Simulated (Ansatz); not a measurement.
System: KLaGeS4 (P2₁, No. 4; cell taken from a computed entry). Method: LDA in Ansatz (PAW).

Settings: plane-wave cutoff 520 eV, 6×6×4 k mesh (along the axes of the cell as run), Fermi–Dirac smearing 0.01 eV, scalar-relativistic PAW data made under PBE.

Cell (relaxed with PBEsol):

```xyz
14
Lattice="6.6276 0.0000 0.0065 0.0000 6.6698 0.0000 -2.5921 0.0000 8.2834" Properties=species:S:1:pos:R:3 pbc="T T T"
K      2.4393     3.2543     7.7484
K      1.5962     6.5892     0.5415
La     0.0996     0.0208     4.5929
La     3.9359     3.3558     3.6970
Ge     0.6303     3.1615     2.6256
Ge     3.4052     6.4964     5.6644
S     -1.7500     4.8769     6.0453
S      5.7856     1.5420     2.2447
S      2.3628     3.1431     1.2910
S      1.6727     6.4780     6.9990
S      4.6562     1.6381     5.9343
S     -0.6206     4.9730     2.3556
S      1.2580     2.8422     4.7410
S      2.7775     6.1771     3.5489
```

Task: Give the computed band gap and smallest direct gap on the k points sampled.

Result: 
* **band gap**: 2.17 eV
* **smallest direct gap on the k points sampled**: 2.28 eV

Note: cell and atoms aren't relaxed at this level (largest force component 0.11 eV/Å, pressure -1.7 GPa).

Spin–orbit coupling is not included.

Computing time: around 16 core-minutes (rough).

Ansatz is a program for electronic structure.
